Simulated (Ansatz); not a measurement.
# SiO2: computed properties

Theory: Ansatz 0.2.0, DFT r2SCAN, scalar-relativistic, plane waves, PAW.

Settings: cutoff 500 eV, Γ-centred mesh 4×4×4 on the computed 24-atom cell, Gaussian smearing of 0.02 eV; no spin polarisation.

The structure is relaxed at this level of theory with its symmetry kept. This form isn't the usual stable structure of the compound.

```cif
data_structure
_symmetry_space_group_name_H-M 'P4_12_12'
_symmetry_Int_Tables_number 92
_cell_length_a 4.9784
_cell_length_b 4.9784
_cell_length_c 6.9128
_cell_angle_alpha 90.000
_cell_angle_beta 90.000
_cell_angle_gamma 90.000
_cell_volume 171.33
loop_
_atom_site_label
_atom_site_type_symbol
_atom_site_symmetry_multiplicity
_atom_site_Wyckoff_symbol
_atom_site_fract_x
_atom_site_fract_y
_atom_site_fract_z
_atom_site_occupancy
Si1 Si 4 a 0.19736 0.80264 0.25000 1
O1 O 8 b 0.39039 0.73809 0.43160 1
```

```
Space group                                                                                                                                                                                                                       : P4_12_12 (No. 92)
Volume per atom                                                                                                                                                                                                                   : 14.28 Å³
Formation energy from the elements' standard states (uncorrected)                                                                                                                                                                 : -3.015 eV/atom
Generalised Kohn–Sham band gap                                                                                                                                                                                                    : 6.35 eV, direct at Γ
Löwdin character of the top 1 eV of the valence band                                                                                                                                                                              : O 2p 97 %
Löwdin character of the lowest 1 eV of the conduction band                                                                                                                                                                        : Si 3s 39 %, O 2s 18 %, Si 3p 17 %, unprojected 22 %
Electron masses at the edge by Cartesian direction of the computed cell, whose vectors are (7.040, 0.000, 0.000), (0.000, 6.913, 0.000), (0.000, 0.000, 7.041) Å (m_e; degenerate bands sorted by energy; no spin-orbit coupling) : x: 0.53; y: 0.52; z: 0.53
Hole masses at the edge by Cartesian direction of the computed cell, whose vectors are (7.040, 0.000, 0.000), (0.000, 6.913, 0.000), (0.000, 0.000, 7.041) Å (m_e; degenerate bands sorted by energy; no spin-orbit coupling)     : x: 2.0; y: 1.7; z: 2.0
```

Cost: 3 runs of about 60 core-minutes in all, on Arm Neoverse V1 (shared hosts).